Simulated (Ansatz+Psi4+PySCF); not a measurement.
Values are calculated unless marked as measured or tabulated.
A run of PySCF 2.14.0 on singlet C2HF at this shape:

```yaml
atoms:
  - { symbol: H, position_ang: [-0.0093, 0.0177, -0.0018] }
  - { symbol: C, position_ang: [-0.0127, 0.0154, 1.0588] }
  - { symbol: C, position_ang: [-0.0055, 0.0028, 2.2813] }
  - { symbol: F, position_ang: [-0.0086, -0.0004, 3.5234] }
```

Its results:

| Property | Result |
| --- | --- |
| Converged | yes |
| Reference energy | -175.70892 hartree |
| Correlation energy | -0.55260 hartree |
| Total energy | -176.26152 hartree |
| Spin squared of the determinant | 0.000 |

Problem. Which input gives this output? Name the method, the orbitals and the basis set, and write the input.

Solution. RHF-MP2 in cc-pVTZ. An unrestricted run that stays on the closed shell gives the same numbers.

```python
from pyscf import gto, scf, mp

mol = gto.M(atom="""
H -0.009300 0.017700 -0.001790
C -0.012690 0.015400 1.058840
C -0.005470 0.002800 2.281320
F -0.008550 -0.000420 3.523410
""", basis='cc-pvtz', charge=0, spin=0)
mf = scf.RHF(mol)
mf.kernel()
pt = mp.MP2(mf, frozen=3).run()
print(mf.e_tot, pt.e_corr, pt.e_tot)
```
